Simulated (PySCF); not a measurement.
Species: C4H5N.
SMILES with atom numbers: `[cH:1]1[cH:2][cH:3][nH:4][cH:5]1` (hydrogens: H6 on C1; H7 on C2; H8 on C3; H9 on N4; H10 on C5)

The same species was optimised twice, with GFN2-xTB and with PBE0-D3(BJ)/def2-SVP (PySCF), and the same property calculations (PySCF, gas phase) were run on both structures.

```csv
coordinate,GFN2-xTB,PBE0-D3(BJ)/def2-SVP,change
C1–H6 (Å),1.072,1.088,+0.016
C2–H7 (Å),1.072,1.088,+0.016
C5–H10 (Å),1.072,1.088,+0.016
C3–H8 (Å),1.072,1.088,+0.016
C1–C2 (Å),1.409,1.422,+0.013
C1–C5 (Å),1.367,1.379,+0.012
C2–C3 (Å),1.367,1.379,+0.012
N4–C5 (Å),1.359,1.366,+0.007
C3–N4 (Å),1.359,1.366,+0.007
N4–H9 (Å),1.006,1.010,+0.004
C3–N4–C5 (°),109.4,110.1,+0.7
C5–C1–H6 (°),126.4,125.8,-0.6
C3–C2–H7 (°),126.4,125.8,-0.6
C2–C1–H6 (°),126.4,127.0,+0.6
C1–C2–H7 (°),126.4,127.0,+0.6
C1–C5–H10 (°),130.4,130.9,+0.5
C2–C3–H8 (°),130.4,130.9,+0.5
C2–C3–N4 (°),108.1,107.7,-0.4
```

Rotational constants: A = 9383, B = 9122, C = 4625 MHz (GFN2-xTB) against A = 9191, B = 9021, C = 4553 MHz (PBE0-D3(BJ)/def2-SVP). Point groups within 0.08 Å: C2v and C2v.

On the GFN2-xTB structure: HOMO (eV) -6.12 [PBE0/pcSseg-1]; LUMO (eV) 1.21 [PBE0/pcSseg-1]; dipole (D) 1.98 [PBE0/pcSseg-1]; GIAO shielding of C1/C2 (mean) (ppm) 73.3 [PBE0/pcSseg-1]; GIAO shielding of C3/C5 (mean) (ppm) 67.4 [PBE0/pcSseg-1]; GIAO shielding of N4 (ppm) 97.9 [PBE0/pcSseg-1].

Question: What do these properties become on the PBE0-D3(BJ)/def2-SVP structure?

Answer: 
| property | level | on GFN2-xTB | on PBE0-D3(BJ)/def2-SVP | change |
| --- | --- | --- | --- | --- |
| HOMO (eV) | PBE0/pcSseg-1 | -6.12 | -6.11 | +0.01 |
| LUMO (eV) | PBE0/pcSseg-1 | 1.21 | 1.12 | -0.09 |
| dipole (D) | PBE0/pcSseg-1 | 1.98 | 1.99 | +0.01 |
| energy, GFN2-xTB geometry as zero (kcal/mol) | PBE0/pcSseg-1 | 0.0 | -0.3 | -0.3 |
| GIAO shielding of C1/C2 (mean) (ppm) | PBE0/pcSseg-1 | 73.3 | 70.5 | -2.8 |
| GIAO shielding of C3/C5 (mean) (ppm) | PBE0/pcSseg-1 | 67.4 | 64.8 | -2.6 |
| GIAO shielding of N4 (ppm) | PBE0/pcSseg-1 | 97.9 | 94.6 | -3.3 |

The heavy atoms differ by 0.010 Å rms after alignment. Among all bonds C1–H6, C2–H7, C3–H8 and C5–H10 change most and about equally (+0.016 Å). Changes are differences of the printed values. Neither structure is proved a minimum here.
